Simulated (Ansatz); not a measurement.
Breaking a bond: SMILES C[SiH3] (CH₆Si). The C1–Si5 bond (C1 also carries H, H, H; Si5 carries H, H, H) is varied alone, starting from the PBE0/def2-TZVP optimised geometry.

Level of theory: restricted PBE/cc-pVDZ run with Ansatz (an electronic-structure program).

The batch members p0 to p7 hold the bond at 1.40, 1.51, 1.58, 1.68, 1.76, 1.83, 1.87, 1.91 Å.

Ansatz input:

Ansatz 0.2 input:
```yaml
# input.yaml
basis:
  gaussian: { orbitals: cc-pvdz }
hamiltonian:
  xc: pbe
batch:
  members: [p0.yaml, p1.yaml, p2.yaml, p3.yaml, p4.yaml, p5.yaml, p6.yaml, p7.yaml]

# p4.yaml, one of the 8 members of this batch
crystal:
  periodic: [false, false, false]
  atoms:
    - { symbol: C, position_ang: [0.0, 0.0, 0.0] }
    - { symbol: H, position_ang: [0.88414819, -0.5104673, -0.38797488] }
    - { symbol: H, position_ang: [0.0, 1.02092184, -0.38798956] }
    - { symbol: H, position_ang: [-0.88414683, -0.51047363, -0.38797152] }
    - { symbol: Si, position_ang: [0.0, 0.0, 1.76] }
    - { symbol: H, position_ang: [-0.00836433, -1.39184497, 2.28664879] }
    - { symbol: H, position_ang: [1.20954029, 0.68867747, 2.28668245] }
    - { symbol: H, position_ang: [-1.20118715, 0.70315039, 2.28667503] }
total_charge: 0
magnetization:
  spin_polarized: false
```

Lines of the output on each member:

```
Member 0: Total energy: -9001.35670608 eV, -330.7937576098 hartree
Member 1: Total energy: -9003.82584682 eV, -330.8844968584 hartree
Member 2: Total energy: -9004.81094922 eV, -330.9206987039 hartree
Member 3: Total energy: -9005.68048536 eV, -330.9526535675 hartree
Member 4: Total energy: -9006.05229511 eV, -330.9663173237 hartree
Member 5: Total energy: -9006.21110330 eV, -330.9721534172 hartree
Member 6: Total energy: -9006.24866773 eV, -330.9735338843 hartree
Member 7: Total energy: -9006.25512741 eV, -330.9737712734 hartree
```

The restricted form behind RKS-PBE keeps the bonding electrons paired and can't separate into open-shell fragments.
